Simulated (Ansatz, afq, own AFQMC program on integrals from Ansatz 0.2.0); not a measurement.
AlGeH₃, singlet: AFQMC among the cluster methods

```yaml
atoms:
  - { symbol: Ge, position_ang: [-0.0435, 0.0000, 0.6609] }
  - { symbol: Al, position_ang: [0.0186, 0.0000, -1.8272] }
  - { symbol: H, position_ang: [0.7484, -1.0660, -0.3451] }
  - { symbol: H, position_ang: [0.7484, 1.0660, -0.3451] }
  - { symbol: H, position_ang: [1.1389, 0.0000, 1.9753] }
```

Connectivity, by distances: GeH–Al, 2 bridging H.

Basis cc-pVDZ. Noble-gas cores (and the filled d shells of Ga–Kr and In–Xe) are frozen. Ansatz 0.2.0 and our own AFQMC program on the same integrals; the CISD trial comes from CCSD amplitudes, and released means the phaseless constraint is let go. Uncertainties: one standard error, sampling alone. No spin–orbit coupling.

Determinant: RHF, the one that the program's search chose, which needn't be the lowest solution. The geometry is a point of a scan.

No full CI on the walks' own integrals is used here; CCSDT(Q) serves as the reference and is uncertain by about the last step of the cluster series.

Cautions: no relativity below Rb; no spin-orbit coupling; inner d shell frozen.

- T1 diagnostic: 0.0191
- weight of the determinant in the CISD state: 0.845
- size of the correlated space: 10 electrons in 41 orbitals

Reference: CCSDT(Q), correlation energy -5.742 eV. The released energy is read at 2.40 1/Eh (meV from the phaseless value at times in 1/Eh: -12 ± 13 at 0.24, -1 ± 11 at 0.51, 7 ± 11 at 0.99, 0 ± 11 at 1.62, 13 ± 13 at 2.40).

```json
{"level": "HF", "E − E(reference) (kJ/mol)": "554.0", "share of correlation (%)": "0.00"}
{"level": "MP2", "E − E(reference) (kJ/mol)": "128.9", "share of correlation (%)": "76.73"}
{"level": "CCSD", "E − E(reference) (kJ/mol)": "24.2", "share of correlation (%)": "95.64"}
{"level": "CCSD(T)", "E − E(reference) (kJ/mol)": "4.7", "share of correlation (%)": "99.14"}
{"level": "CCSDT", "E − E(reference) (kJ/mol)": "1.2", "share of correlation (%)": "99.79"}
{"level": "ph-AFQMC/CISD", "E − E(reference) (kJ/mol)": "0.4 ± 1.2", "share of correlation (%)": "99.93"}
{"level": "released AFQMC", "E − E(reference) (kJ/mol)": "1.7 ± 1.3", "share of correlation (%)": "99.70"}
```

A walk keeps the symmetry of its determinant, which the program's search chose and which needn't be the lowest solution, so a lower state of the same spin and another symmetry isn't excluded. Released energies are given only where the last usable release times agree within the noise; a slower fall can still hide under it.
